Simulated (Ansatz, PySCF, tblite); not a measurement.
Potential energy curve for LiH, singlet.

Levels of theory: GFN2-xTB, 300 K electronic temperature (tblite); RKS-B3LYP/6-31G* = restricted B3LYP/6-31G*, spherical d run with PySCF; UHF/LANL2DZ = unrestricted Hartree-Fock/LANL2DZ (PySCF); FCI = Ansatz (a quantum-chemistry and plane-wave program) with full CI/cc-pVTZ, frozen core.

Energies relative to the lowest point of each curve near equilibrium, in kcal/mol; the last columns give the difference from FCI:

| R / Å | GFN2-xTB | RKS-B3LYP/6-31G* | UHF/LANL2DZ | FCI | GFN2-xTB − FCI | RKS-B3LYP/6-31G* − FCI | UHF/LANL2DZ − FCI |
|---|---|---|---|---|---|---|---|
| 1.21 | 2.6 | 20.6 | 22.6 | 19.2 | -16.7 | 1.3 | 3.4 |
| 1.28 | 0.7 | 12.9 | 14.4 | 11.9 | -11.2 | 1.0 | 2.5 |
| 1.34 | 0.0 | 8.1 | 9.2 | 7.3 | -7.3 | 0.8 | 1.9 |
| 1.46 | 0.4 | 2.3 | 2.7 | 1.9 | -1.5 | 0.4 | 0.8 |
| 1.52 | 1.3 | 0.8 | 1.1 | 0.6 | 0.6 | 0.2 | 0.5 |
| 1.53 | 1.4 | 0.7 | 0.9 | 0.5 | 0.9 | 0.2 | 0.4 |
| 1.60 | 2.9 | 0.0 | 0.1 | 0.0 | 2.9 | 0.0 | 0.1 |
| 1.64 | 3.8 | 0.0 | 0.0 | 0.1 | 3.7 | -0.1 | -0.1 |
| 1.69 | 5.1 | 0.3 | 0.2 | 0.4 | 4.7 | -0.1 | -0.2 |
| 1.75 | 6.8 | 1.0 | 0.9 | 1.2 | 5.6 | -0.2 | -0.3 |
| 1.84 | 9.6 | 2.7 | 2.7 | 3.0 | 6.6 | -0.2 | -0.3 |
| 1.99 | 14.3 | 6.7 | 6.9 | 6.9 | 7.3 | -0.2 | 0.0 |
| 2.12 | 18.3 | 10.9 | 11.4 | 11.0 | 7.3 | -0.1 | 0.4 |
| 2.42 | 29.5 | 21.4 | 21.0 | 21.0 | 8.5 | 0.5 | 0.0 |
| 2.65 | 38.3 | 29.5 | 25.2 | 28.4 | 9.8 | 1.1 | -3.2 |
| 2.87 | 46.4 | 36.8 | 27.7 | 34.9 | 11.5 | 1.9 | -7.2 |
| 3.17 | 56.8 | 45.7 | 29.7 | 42.3 | 14.5 | 3.4 | -12.6 |
| 3.52 | 67.5 | 54.6 | 31.0 | 48.6 | 18.9 | 6.0 | -17.6 |
| 3.96 | 78.6 | 63.5 | 31.7 | 53.1 | 25.5 | 10.5 | -21.3 |
| 4.34 | 86.1 | 69.6 | 32.0 | 54.9 | 31.2 | 14.7 | -22.8 |
| 4.72 | 91.7 | 74.3 | 32.2 | 55.7 | 36.0 | 18.6 | -23.5 |
| 5.60 | — | 81.6 | 32.4 | 56.3 | — | 25.3 | -23.9 |
| 6.36 | — | 85.0 | 32.5 | 56.4 | — | 28.7 | -23.9 |

GFN2-xTB is furthest from FCI at 4.72 (36.0 kcal/mol, above); its mean absolute difference over the points is 11.1 kcal/mol.

RKS-B3LYP/6-31G* is furthest from FCI at 6.36 (28.7 kcal/mol, above); its mean absolute difference over the points is 5.0 kcal/mol.

UHF/LANL2DZ is furthest from FCI at 6.36 (-23.9 kcal/mol, below); its mean absolute difference over the points is 7.3 kcal/mol.

A dash means that the run gave no value there, or that the column was ended at a point which the program doubted or which failed a test of continuity chosen for this set; such a test can also cut sound points.

The restricted form behind RKS-B3LYP/6-31G* keeps the bonding electrons paired and can't separate into open-shell fragments. The unrestricted determinant behind UHF/LANL2DZ is spin-contaminated at 2.42 to 6.36 Å (<S²> up to 1.0, against 0.00 for a pure singlet).
